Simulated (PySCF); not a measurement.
Series nitrenes, diatomics and small unsaturated species, computed as singlets and as triplets. Isolated molecules, 0 K electronic values unless said otherwise. One relaxed conformer stands for each flexible species; it need not be the lowest. Strings in code marks are SMILES.

Computed with B3LYP-D3(BJ)/def2-TZVP (PySCF). B3LYP has the VWN-RPA correlation part, as in Gaussian. 

```tsv
species	highest occupied spin orbital (eV)	dipole moment (D)
multiplicity 3 (`O=S` (lower triplet))	-7.30	1.62
multiplicity 1 (`[C]=C=C` (lower singlet))	–	4.37
multiplicity 3 (`B=B` (lower triplet))	-6.42	0.00
multiplicity 3 (`[B]Cl` (excited triplet))	-4.71	0.07
multiplicity 1 (`[O+]#[Si-]` (lower singlet))	–	3.11
multiplicity 3 (`C=[SiH2]` (excited triplet))	-5.82	0.73
```
